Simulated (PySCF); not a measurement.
Working out the electron affinity of C

C⁻ [He] 2s2 2p3 (4S) → C [He] 2s2 2p2 (3P). Computed with PySCF 2.14 in aug-cc-pVDZ (4s3p2d, 23 functions), with no relativity, point nucleus. Frozen: 1s2. Energies in hartree (1 hartree = 27.21139 eV):

| part | C⁻ (lower) | C (upper) |
| --- | --- | --- |
| UHF | -37.704950 | -37.687763 |
| MP2 opposite-spin | -0.052968 | -0.043899 |
| MP2 same-spin | -0.027176 | -0.009802 |

What does Hartree-Fock give?

(-37.687763) − (-37.704950) = 0.017187 hartree = 0.468 eV.

What do MP2 and SCS-MP2 (6/5 opposite-spin, 1/3 same-spin) give?

The opposite-spin parts differ by 0.247 eV and the same-spin parts by 0.473 eV. MP2: 0.468 + (0.247) + (0.473) = 1.188 eV. SCS-MP2: 0.468 + 1.2 × (0.247) + (0.473)/3 = 0.922 eV.

A first-order spin-orbit estimate adds -0.004 eV to MP2 (valence), giving 1.184 eV against 1.262 eV (measured; photodetachment measurements, as compiled on the Wikipedia data page of electron affinities).

A double-zeta basis recovers only part of the correlation energy.

What remains against the reference includes basis incompleteness, the frozen core and correlation beyond second order.
